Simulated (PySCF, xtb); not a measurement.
Acid–base and redox partners of C[SiH3]. Gas-phase values, no solvent. Strings in code marks are SMILES.

Quantity: gas-phase deprotonation enthalpy at 298 K, in kJ/mol. Thermal and zero-point terms are GFN2-xTB rigid-rotor harmonic values (xtb). Levels without diffuse functions put anions too high.

Level 1: B3LYP/3-21G // B3LYP-D3(BJ)/def2-TZVPD (PySCF)
Level 2: M06-2X/6-31G* // B3LYP-D3(BJ)/def2-TZVPD (PySCF)
Level 3: PBE/6-31G* // B3LYP-D3(BJ)/def2-TZVPD (PySCF)
Level 4: HF/STO-3G // B3LYP-D3(BJ)/def2-TZVPD (PySCF)

```csv
species,level 2,level 3,level 4
proton removed from Si2: `C[SiH2-]`,1605.7,1600.3,2097.6
proton removed from C1: `[CH2-][SiH3]` (not the most acidic site),1687.1,1679.8,2253.1
```

Q: What does level 1 give for each?

A: 
- proton removed from Si2: `C[SiH2-]`: 1595.6
- proton removed from C1: `[CH2-][SiH3]` (not the most acidic site): 1723.1
